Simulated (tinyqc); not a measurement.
CCD on RHF in the sto-6g basis, frozen core, for H2O, spin multiplicity 1, step by step (part 2 of 2). Computed by tinyqc, a small Python program that keeps every step (integrals from PySCF). Command: `OMP_NUM_THREADS=1 python tinyqc.py 24263 24264 out.jsonl` (the two numbers bound the seeds that draw the settings). One thread of a shared host (Intel(R) Xeon(R) Processor @ 2.60GHz), about 0.2 s of CPU time with the checks.

Geometry (angstrom):
```
atom       x        y       z
O     0.0000   0.0000  0.0000
H     0.0000   0.7210  0.6900
H     0.0000  -0.7260  0.6960
```

## CCD: convergence

E_corr = 1/4 sum <ij||ab> t_ij^ab; stop when the norm of the change is below 1e-8.

Course of the amplitude iterations:
```
update  correlation energy (hartree)  norm of the change
0                          -0.041780                   -
1                          -0.052683            7.45e-02
2                          -0.055976            2.71e-02
3                          -0.057859            1.10e-02
4                          -0.057852            9.90e-04
5                          -0.057855            2.54e-04
6                          -0.057855            1.81e-05
7                          -0.057855            4.99e-06
8                          -0.057855            6.42e-07
9                          -0.057855            1.48e-07
10                         -0.057855            4.53e-08
11                         -0.057855            1.53e-08
12                         -0.057855            3.37e-09
```

Converged amplitudes (spin orbitals 1a, 1b, ...; amplitudes related by a flip of all spins are not repeated; the 24 largest):
```
from      to        t
3a 3b  7a 7b  -0.0913
3a 4b  6b 7a   0.0569
4a 4b  6a 6b  -0.0557
4a 4b  7a 7b  -0.0473
3a 3b  6a 6b  -0.0441
3a 4b  6a 7b  -0.0389
2a 2b  6a 6b  -0.0330
2a 4b  6a 6b  -0.0328
2a 3b  6a 7b  -0.0316
5a 5b  6a 6b  -0.0261
2a 3b  6b 7a   0.0220
3a 4a  6a 7a   0.0180
2a 2b  7a 7b  -0.0167
5a 5b  7a 7b  -0.0105
2a 3a  6a 7a  -0.0096
3a 4b  6a 6b   0.0052
3a 4b  7a 7b  -0.0039
2a 3b  7a 7b  -0.0028
2a 3b  6a 6b   0.0026
3a 3b  6a 7b   0.0023
2a 4b  7a 7b   0.0020
2a 4b  6b 7a   0.0016
2a 4b  6a 7b  -0.0015
2a 2b  6a 7b  -0.0009
```

CCD total energy = -75.736185 hartree

Converged in 12 updates, with DIIS from the third.
